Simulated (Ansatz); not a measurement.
# CH3BS: the cost of one run

Computed with Ansatz 0.2.0, driven from Python. Level of theory: PBE0+D4/def2-SVP.

## 1. The structure

Bond lengths: B1–C2 1.569 Å, B1–S3 1.901 Å, C2–S3 1.705 Å, B1–H4 1.158 Å, C2–H5 1.124 Å, C2–H6 1.119 Å. Angles: B1–C2–S3 70.9°, B1–C2–H5 113.7°, B1–C2–H6 115.9°, S3–C2–H5 113.8°, S3–C2–H6 114.4°, H5–C2–H6 119.0°, C2–B1–S3 57.9°, C2–B1–H4 134.7°, S3–B1–H4 147.4°, B1–S3–C2 51.2°.

No structure file is read: the coordinates are typed or built in the script.

## 2. Script

Input file relaxed_scan_ch3bs.py:

```python
"""One bond of CH3BS held at set lengths while the rest relaxes."""

import ansatz as az
from ase import Atoms
import numpy as np

atoms = Atoms(["B", "C", "S", "H", "H", "H"], positions=[
    [-0.6147, -0.763, -0.0913],
    [0.2651, 0.5157, 0.1405],
    [1.1163, -0.8557, 0.69],
    [-1.3252, -1.1208, -0.9325],
    [0.6786, 0.9563, -0.8071],
    [-0.078, 1.2035, 0.9542],
])
system = az.Crystal.molecule_from_ase(atoms)

calculation = (
    system.calculation()
    .basis(gaussian="def2-SVP")
    .functional("pbe0", dispersion="d4")
)
symbols = [site.symbol for site in system.cartesian_sites]
pairs = [(0, 1), (0, 2), (0, 3), (1, 2), (1, 4), (1, 5)]
print("held (A)   E (eV)        ", "  ".join(f"{symbols[i]}{i}-{symbols[j]}{j}" for i, j in pairs))
for length in [1.03, 1.12, 1.21, 1.34, 1.51]:
    report = calculation.relax(constraints=[az.DistanceConstraint((1, 5), at=length)], force_tolerance=0.02, max_steps=60).run().report
    xyz = np.array(report["positions_ang"])
    print(f"{length:6.2f} {report['free_energy_ev']:14.5f}  ", "  ".join(f"{np.linalg.norm(xyz[i] - xyz[j]):.3f}" for i, j in pairs))
```

## 3. The input behind the calls

The package turns the script's settings into the engine's input (first run):

```yaml
crystal:
  periodic: [false, false, false]
  atoms:
    - { symbol: B, position_ang: [-0.6147, -0.763, -0.0913] }
    - { symbol: C, position_ang: [0.2651, 0.5157, 0.1405] }
    - { symbol: S, position_ang: [1.1163, -0.8557, 0.69] }
    - { symbol: H, position_ang: [-1.3252, -1.1208, -0.9325] }
    - { symbol: H, position_ang: [0.6786, 0.9563, -0.8071] }
    - { symbol: H, position_ang: [-0.078, 1.2035, 0.9542] }
basis:
  gaussian:
    orbitals: def2-SVP
hamiltonian:
  xc: pbe0
  dispersion: d4
relax:
  f_tol: 0.02
  max_steps: 60
  constraints:
    - { distance: [1, 5], at: 1.03 }
```

## 4. The run

Launch:

```sh
$ python relaxed_scan_ch3bs.py
```

**Question.** How long does this script take on 1 thread of Arm Neoverse V1, shared host, and how much memory does it need?

About 64 s, with a peak of 0.2 GiB.
